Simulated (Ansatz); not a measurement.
How far each method lies from RCCSDT(Q) for Ag–CH3, singlet

Geometry: displaced at random from a stationary point.

```xyz
5

Ag   -0.2456    0.0028    0.0008
C     1.6756   -0.0041    0.0007
H     2.0788   -1.0752   -0.0043
H     2.1783    0.4283    0.9037
H     2.0651    0.4004   -0.9940
```

Basis def2-SVP with its core potentials; Ansatz 0.2.0. Only valence electrons are correlated (noble-gas cores frozen), which leaves 18 electrons in 55 orbitals. Prefix R: restricted or restricted open-shell reference. Active spaces: frontier = (8e, 8o) about the gap. No spin–orbit coupling is included; scalar relativity enters through the core potentials alone. The metal's outer-core shells are frozen, which leaves out core–valence correlation.

Full CI isn't at hand for all of this; RCCSDT(Q) serves as the reference, and is uncertain by about the last step of the cluster series.

* UHF ⟨S²⟩: 0.000
* T1 diagnostic (RCCSD): 0.0217
* largest doubles amplitude (RCCSD): 0.043

Task: From what is known of these methods and the diagnostics, rank them by the size of their error in total energy against RCCSDT(Q) in def2-SVP, smallest first (an estimate: the text doesn't fix the numbers).
A. RCCSD
B. RCCSD(T)
C. RMP2
D. CASSCF (frontier space)
E. NEVPT2 (frontier space)

Result: B (0.21 kcal/mol), A (8.56 kcal/mol), C (11.24 kcal/mol), E (13.99 kcal/mol), D (217.10 kcal/mol).

All errors are against RCCSDT(Q) in def2-SVP. Within each family the higher level lies nearer, as is usual though not guaranteed.
